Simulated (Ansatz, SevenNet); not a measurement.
Volume per atom (Å³/atom) of solids drawn from the class of elemental solids other than molecular ones, at two levels: the machine-learned potential SevenNet-l3i5 (trained on PBE and PBE+U data), and r²SCAN in Ansatz (PAW).

```
solid             SevenNet-l3i5  r²SCAN  shift (%)
----------------  -------------  ------  ---------
hcp Re                    15.09   14.70       -2.6
hcp Zr                    23.48   23.50       +0.1
hcp Ru                    13.94   13.49       -3.2
hcp Cd                    23.05   21.99       -4.6
hcp Co                    10.81   10.64       -1.6
hcp Os                    14.36   14.02       -2.4
hcp Tc                    14.60   14.20       -2.7
hcp Ti                    17.37   17.31       -0.3
α-phase Ga                20.36   19.19       -5.7
white tin (β-Sn)          28.37   27.59       -2.7
```

The shifts run from -5.7 % to +0.1 %, with a median of -2.7 %.

Of 10 rows, r²SCAN is the larger in 1 and the smaller in 9.

Ansatz's runs of these crystals have no spin polarisation, but for hcp Co. Meta-GGAs and exact exchange favour moments, which can bear on hcp Co, hcp Ti.

Density-functional runs with spin start from parallel moments for hcp Co.

Spin–orbit coupling is left out, also for the solids with elements from indium on (hcp Re, hcp Os, white tin (β-Sn)); its size isn't shown.

Ansatz's density-functional and Hartree–Fock values are scalar-relativistic unless marked +SOC, with PAW data made under PBE.

Ansatz is a first-principles code.
